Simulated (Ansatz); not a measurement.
## WBr: from a trial structure to a relaxed crystal

The calculation used Ansatz, DFT PBE, scalar-relativistic, plane waves, PAW. Cutoff 420 eV, Γ-centred k mesh, Gaussian smearing, collinear spin, first started from parallel moments.

The start puts WBr on the rock salt structure type (Fm-3m, No. 225), with W in place of Na, Br in place of Cl, at a guessed volume.

```xyz
2
Lattice="0.0000 2.8516 2.8516 2.8516 0.0000 2.8516 2.8516 2.8516 0.0000" Properties=species:S:1:pos:R:3 pbc="T T T"
W     0.0000    0.0000    0.0000
Br    2.8516    2.8516    2.8516
```

Cell and atoms relax at zero pressure; the relaxation can't lower the symmetry of the start.

Energies over the elements count from the elements' standard structures at the same level, with no empirical corrections.

Question: Which crystal results?

Answer: It keeps Fm-3m (No. 225). The result has the rock salt structure. Conventional cell: a = 5.499 Å. W has 6 Br at 2.75 Å; Br is coordinated by 6 W at 2.75 Å.

```xyz
2
Lattice="0.0000 2.7496 2.7496 2.7496 0.0000 2.7496 2.7496 2.7496 0.0000" Properties=species:S:1:pos:R:3 pbc="T T T"
W     0.0000    0.0000    0.0000
Br    2.7496    2.7496    2.7496
```

Question: What are its volume, energy, gap and moment?

Answer: The volume per atom is 20.79 Å³ and the density is 10.53 g/cm³. The energy over the elements is 2.35 eV/atom. The gap on the 18×18×18 mesh is 0 eV (a metal), the net moment per atom is 1.42 μB and the largest site moment is 1.99 μB.

The final run used a 18×18×18 mesh on its 2-atom cell and 0.10 eV smearing. For metals, differences of a few meV/atom aren't resolved. Spin–orbit coupling is left out. A structure relaxed within its symmetry needn't be a true minimum.

Cost: 3 runs of about 1.3 core-minutes in all, on Intel Xeon 6975P-C (Granite Rapids) (shared hosts).